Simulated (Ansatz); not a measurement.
Molecule: CHO (charge 0, doublet). It need not be the lowest isomer of its formula. SMILES: [CH]=O
Geometry: optimised at B3LYP-D3(BJ)/def2-TZVP (Ansatz, an electronic-structure program).

Wanted: vertical electron affinity (to the singlet state of charge -1; a negative value means that the extra electron is unbound and the number depends on the basis; each state is the SCF solution reached for its spin; for the singlet the Hartree-Fock reference is unstable and T1 is 0.020), in eV. Valence correlation only, unless marked. Open shells are spin-unrestricted. No spin-orbit coupling. No relativistic terms. Anions need diffuse functions: aug- sets have them; def2-D sets add few. CBS(X,Y): correlation extrapolated as X^-3; Hartree-Fock from the larger set.

CCSD(T)/CBS(aug-cc-pVTZ,aug-cc-pVQZ) (Ansatz) gives -0.14 eV.

Problem. Another calculation gave -0.39 eV. Which level was it?
A) SVWN5/def2-TZVPD (Ansatz)
B) wB97M-V/def2-TZVPD (Ansatz)
C) BHLYP/def2-TZVPD (Ansatz)

Solution. C, BHLYP/def2-TZVPD (Ansatz). The others give -0.12 (SVWN5), -0.24 (wB97M-V) eV.
